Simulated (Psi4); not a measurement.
**HNO3 (nitric acid) at CCSD(T)/def2-SVPD**

What is the energy change on altering one bond length of HNO3 (nitric acid) at CCSD(T)/def2-SVPD? 

The calculation is run with Psi4 1.11.

### 1 The molecule

The species is HNO3 (5 atoms), meant as a singlet with charge 0. As SMILES, `O=[N+]([O-])O`. Geometry: relaxed at PBE0-D4/def2-TZVP. This is one conformer, not always the lowest.

Bond lengths: O1–N2 1.186 Å, N2–O3 1.201 Å, N2–O4 1.385 Å, O4–H5 0.970 Å. Angles: O1–N2–O3 130.2°, O1–N2–O4 114.2°, O3–N2–O4 115.7°, N2–O4–H5 103.1°.

### 2 The energy at CCSD(T)/def2-SVPD

The input, calc.py:

```python
import psi4

psi4.set_memory('1600 MB')
psi4.set_num_threads(1)
psi4.set_output_file('output.dat', False)

m = psi4.geometry("""
0 1
O      1.317870    -0.315800     0.746500
N      0.253090    -0.279730     0.226190
O     -0.596440    -1.123960     0.141450
O     -0.044080     0.932950    -0.373960
H     -0.930440     0.786540    -0.740170
symmetry c1
no_reorient
no_com
""")

psi4.set_options({
    'basis': 'def2-SVPD',
    'puream': True,
    'e_convergence': 1e-09,
    'd_convergence': 1e-08,
    'scf_type': 'pk',
    'num_frozen_docc': 4,
})

e_tot, wfn = psi4.energy('ccsd(t)', molecule=m, return_wfn=True)
print(f'ccsd(t) energy: {e_tot:.10f} Eh')
for k, v in sorted(psi4.core.scalar_variables().items()):
    print(f'{k:45s} {v:18.10f}')
```

Run with:

```sh
$ python calc.py
```

output.dat:

```text
[...]
  Running in c1 symmetry.
[...]
  Nuclear repulsion =  127.635963317852998
[...]
  Multiplicity = 1
[...]
  Nalpha       = 16
  Nbeta        = 16
[...]
    Number of basis functions: 97
[...]
   @RHF iter   1:  -279.00931260261854   -1.75658e-01   8.16222e-03 ADIIS/DIIS
[...]
   @RHF iter  14:  -279.24363952340224   -7.10543e-12   5.26940e-09 DIIS
[...]
    Orbital Energies [Eh]
    ---------------------
    Doubly Occupied:
       1A    -20.695220     2A    -20.650614     3A    -20.646100
       4A    -15.948342     5A     -1.696682     6A     -1.471390
       7A     -1.441694     8A     -0.955168     9A     -0.835534
      10A     -0.810853    11A     -0.795134    12A     -0.709425
      13A     -0.592974    14A     -0.560755    15A     -0.538952
      16A     -0.506437
[...]
  @RHF Final Energy:  -279.24363952340224
   => Energetics <=
    Nuclear Repulsion Energy =            127.6359633178529975
    One-Electron Energy =                -636.0486526699218075
    Two-Electron Energy =                 229.1690498286665445
    Total Energy =                       -279.2436395234022939
[...]
 Multipole Moments:
 ------------------------------------------------------------------------------------
     Multipole            Electronic (a.u.)      Nuclear  (a.u.)        Total (a.u.)
 ------------------------------------------------------------------------------------
 L = 1.  Multiply by 2.5417464519 to convert [e a0] to [Debye]
 Dipole X            :        -12.5510950           11.8296666           -0.7214284
 Dipole Y            :         10.4066329           -9.8758032            0.5308297
 Dipole Z            :         -9.9077876            9.3637441           -0.5440435
 Magnitude           :                                                    1.0479611
[...]
      * MP2 total energy                      = -280.013881837894701
[...]
      * CCSD total energy                     = -280.009145939578445
[...]
      * CCSD(T) total energy                  = -280.041270740056120
```

Standard output:

```text
ccsd(t) energy: -280.0412707401 Eh
(T) CORRECTION ENERGY                              -0.0321248005
CC D1 DIAGNOSTIC                                    0.0609946829
CC D2 DIAGNOSTIC                                    0.1964135291
CC NEW D1 DIAGNOSTIC                                0.0609946829
CC T1 DIAGNOSTIC                                    0.0190294930
CCSD CORRELATION ENERGY                            -0.7655064162
CCSD DOUBLES ENERGY                                -0.7655064162
CCSD ITERATIONS                                    19.0000000000
CCSD OPPOSITE-SPIN CORRELATION ENERGY              -0.5818156468
CCSD SAME-SPIN CORRELATION ENERGY                  -0.1836907694
CCSD SINGLES ENERGY                                 0.0000000000
CCSD TOTAL ENERGY                                -280.0091459396
CCSD(T) CORRELATION ENERGY                         -0.7976312167
CCSD(T) TOTAL ENERGY                             -280.0412707401
CURRENT CORRELATION ENERGY                         -0.7976312167
CURRENT ENERGY                                   -280.0412707401
CURRENT REFERENCE ENERGY                         -279.2436395234
DD SOLVATION ENERGY                                 0.0000000000
HF KINETIC ENERGY                                 278.2697861018
HF POTENTIAL ENERGY                              -557.5134256252
HF TOTAL ENERGY                                  -279.2436395234
HF VIRIAL RATIO                                     2.0034996736
MP2 CORRELATION ENERGY                             -0.7702423145
MP2 DOUBLES ENERGY                                 -0.7702423145
MP2 OPPOSITE-SPIN CORRELATION ENERGY               -0.5552788692
MP2 SAME-SPIN CORRELATION ENERGY                   -0.2149634452
MP2 SINGLES ENERGY                                 -0.0000000000
MP2 TOTAL ENERGY                                 -280.0138818379
NUCLEAR REPULSION ENERGY                          127.6359633179
ONE-ELECTRON ENERGY                              -636.0486526699
PCM POLARIZATION ENERGY                             0.0000000000
PE ENERGY                                           0.0000000000
SCF ITERATION ENERGY                             -279.2436395234
SCF ITERATIONS                                     14.0000000000
SCF TOTAL ENERGY                                 -279.2436395234
TWO-ELECTRON ENERGY                               229.1690498287
```

Wall time 81 s (1 thread of Intel Xeon Platinum 8259CL at 2.50GHz (Skylake/Cascade Lake), shared host); peak memory 0.83 GiB.

### 3 The distorted shape

The input, job.json:

```json
{
  "schema_name": "qcschema_input",
  "schema_version": 1,
  "molecule": {
    "schema_name": "qcschema_molecule",
    "schema_version": 2,
    "symbols": ["O", "N", "O", "O", "H"],
    "geometry": [3.77471093, 0.67950961, 1.53878887, 1.76256834, 0.74767203, 0.55554547, -1.12710825, -2.12397658, 0.26730176, 1.20099843, 3.03930511, -0.57857367, -0.47397922, 2.76263031, -1.27061027],
    "molecular_charge": 0,
    "molecular_multiplicity": 1,
    "fix_symmetry": "c1",
    "fix_com": true,
    "fix_orientation": true
  },
  "driver": "energy",
  "model": {
    "method": "ccsd(t)",
    "basis": "def2-SVPD"
  },
  "keywords": {
    "reference": "rhf",
    "puream": true,
    "e_convergence": 1e-09,
    "d_convergence": 1e-08,
    "scf_type": "pk",
    "num_frozen_docc": 4
  }
}
```

Run with:

```sh
$ psi4 --qcschema job.json -n 1 --memory 1600MB
```

stdout:

```text
[...]
  Running in c1 symmetry.
[...]
  Nuclear repulsion =  107.356647802432988
[...]
  Multiplicity = 1
[...]
  Nalpha       = 16
  Nbeta        = 16
[...]
    Number of basis functions: 97
[...]
   @RHF iter   1:  -278.28039763732698   -6.38410e-01   1.11656e-02 ADIIS/DIIS
[...]
   @RHF iter  20:  -279.09981747055173   -3.58114e-12   4.20485e-09 DIIS
[...]
    Orbital Energies [Eh]
    ---------------------
    Doubly Occupied:
       1A    -20.689616     2A    -20.686461     3A    -20.679369
       4A    -15.838322     5A     -1.615874     6A     -1.430123
       7A     -1.226906     8A     -0.964887     9A     -0.820811
      10A     -0.762414    11A     -0.716425    12A     -0.653205
      13A     -0.564758    14A     -0.564434    15A     -0.554712
      16A     -0.492215
[...]
  @RHF Final Energy:  -279.09981747055173
   => Energetics <=
    Nuclear Repulsion Energy =            107.3566478024329882
    One-Electron Energy =                -596.3918633816097099
    Two-Electron Energy =                 209.9353981086250371
    Total Energy =                       -279.0998174705516703
[...]
 Multipole Moments:
 ------------------------------------------------------------------------------------
     Multipole            Electronic (a.u.)      Nuclear  (a.u.)        Total (a.u.)
 ------------------------------------------------------------------------------------
 L = 1.  Multiply by 2.5417464519 to convert [e a0] to [Debye]
 Dipole X            :        -43.2433477           42.6528080           -0.5905396
 Dipole Y            :        -20.3822640           20.7550396            0.3727756
 Dipole Z            :        -12.8602902           12.4383437           -0.4219465
 Magnitude           :                                                    0.8159274
[...]
      * MP2 total energy                      = -279.811906376506329
[...]
      * CCSD total energy                     = -279.846387967062469
[...]
      * CCSD(T) total energy                  = -279.880472207218531
[...]
```

The result, in JSON:

```text
{
 "driver": "energy",
 "model": {
  "method": "ccsd(t)",
  "basis": "def2-SVPD"
 },
 "success": true,
 "return_result": -279.88047220721853,
 "properties": {
  "calcinfo_nbasis": 97,
  "calcinfo_nmo": 97,
  "calcinfo_nalpha": 16,
  "calcinfo_nbeta": 16,
  "calcinfo_natom": 5,
  "nuclear_repulsion_energy": 107.35664780243299,
  "return_energy": -279.88047220721853,
  "scf_one_electron_energy": -596.3918633816097,
  "scf_two_electron_energy": 209.93539810862504,
  "scf_dipole_moment": [-0.5905396188120733, 0.3727756423922024, -0.4219464711368204],
  "scf_total_energy": -279.0998174705517,
  "scf_iterations": 20,
  "mp2_same_spin_correlation_energy": -0.1858607856677702,
  "mp2_opposite_spin_correlation_energy": -0.5262281202869933,
  "mp2_singles_energy": -2.2658940546565094e-26,
  "mp2_doubles_energy": -0.7120889059547635,
  "mp2_correlation_energy": -0.7120889059547635,
  "mp2_total_energy": -279.81190637650633,
  "ccsd_same_spin_correlation_energy": -0.1655296448311122,
  "ccsd_opposite_spin_correlation_energy": -0.5810408516798236,
  "ccsd_singles_energy": 0.0,
  "ccsd_doubles_energy": -0.7465704965109358,
  "ccsd_correlation_energy": -0.7465704965109349,
  "ccsd_total_energy": -279.84638796706247,
  "ccsd_iterations": 42,
  "ccsd_prt_pr_correlation_energy": -0.780654736666972,
  "ccsd_prt_pr_total_energy": -279.88047220721853
 }
}
```

It took 2 min on 1 thread of Intel Xeon Platinum 8259CL at 2.50GHz (Skylake/Cascade Lake), shared host; peak memory 0.83 GiB.

### 4 What came out

At CCSD(T)/def2-SVPD, 4 core orbitals frozen:

| quantity | value |
| --- | --- |
| first shape: total energy | -280.04127 Eh |
| first shape: HOMO energy (Hartree–Fock orbitals) | -13.78 eV |
| first shape: LUMO energy (Hartree–Fock orbitals) | 2.03 eV |
| first shape: HOMO–LUMO gap (Hartree–Fock orbitals) | 15.81 eV |
| first shape: correlation energy (4 core orbitals frozen) | -797.6 mEh |
| first shape: (T) correction | -32.12 mEh |
| first shape: T1 diagnostic | 0.019 |
| distorted shape: total energy | -279.88047 Eh |
| distorted shape: HOMO energy (Hartree–Fock orbitals) | -13.39 eV |
| distorted shape: LUMO energy (Hartree–Fock orbitals) | 0.45 eV |
| distorted shape: HOMO–LUMO gap (Hartree–Fock orbitals) | 13.84 eV |
| distorted shape: correlation energy (4 core orbitals frozen) | -780.7 mEh |
| distorted shape: (T) correction | -34.08 mEh |
| distorted shape: T1 diagnostic | 0.035 |
| energy change with the N2–O3 bond stretched from 1.201 to 2.161 Å | 4.376 eV |

With the N2–O3 bond stretched from 1.201 to 2.161 Å the energy rises by 4.38 eV (422 kJ/mol). The first shape isn't relaxed at this level, so the change isn't measured from a minimum. A restricted reference can't describe the breaking bond well at this length. The triples (first shape) make up 4.0 % of the correlation energy. The T1 diagnostic (distorted shape) of 0.035 is above the customary mark for such species, so a single reference may not serve. The triples (distorted shape) make up 4.4 % of the correlation energy.
